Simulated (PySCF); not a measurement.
**Telling isomers of C3H7N apart by NMR**

PySCF 2.14.0 with density-fitted response routines calculation with PBE0/pcSseg-1 with gauge-including orbitals, PBE0-D3(BJ)/def2-SVP geometry and couplings computed with B3LYP/pcJ-1 (spin–dipole term left out of most H,H and C,H couplings); no solvent model, fast rotation and ring inversion assumed for equivalent nuclei, one conformer, non-relativistic Hamiltonian.

References, each an isolated molecule treated in the same way: 1H (σ = 31.27 ppm) and 13C (σ = 184.41 ppm) vs TMS. Multiplet labels drop J under 1 Hz and among equivalent protons, and merge close values. Unscaled 3J(H,H) run several per cent high. Vicinal couplings that depend on rotamer populations or ring flexing (ring, CH–CH, X–H and H–F types) are those of the one conformer. Shifts are as computed. Against solution values, carbons near 30 ppm lie about +2 ppm off and those near 130 ppm about +5 ppm. Of 1211 compounds with measured shifts, 218 miss one by over three times the rms of a fit or turn the order of signals round; such compounds aren't used in these exercises. OH and NH positions are gas-phase values without hydrogen bonding to other molecules.

(1) Tabulate the signals of `C1CNC1`, `C=NCC` and their relative energies.

(2) What is the quickest way to tell C1CNC1 from C=NCC?

Answers

(1) 
```tsv
SMILES	carbon types	δC	δH	E rel. (kcal/mol)
C1CNC1	3×CH2	50.5, 23.3	3.48 (m, 4H), 2.05 (m, 2H), 0.00 (br s, 1H)	7.7
C=NCC	2×CH2 1×CH3	155.6, 62.8, 18.7	7.55 (dt, 1H), 7.11 (dt, 1H), 3.38 (qt, 2H), 1.27 (t, 3H)	0.0
```

Energies are electronic energies at PBE0/pcSseg-1 on these geometries, without zero-point or thermal terms, each for the one conformer computed, which needn't be the lowest.

(2) Count the carbon signals: 2 against 3. The first has an sp3 CH2 in a ring at 23.3 ppm, the second a C=N carbon (CH2) at 155.6 ppm. Their most deshielded carbons lie at 50.5 and 155.6 ppm. In the proton spectra the most deshielded non-exchanging signals are 3.48 (m, 4H) and 7.55 (dt, J = 19.3, 1.8 Hz, 1H).
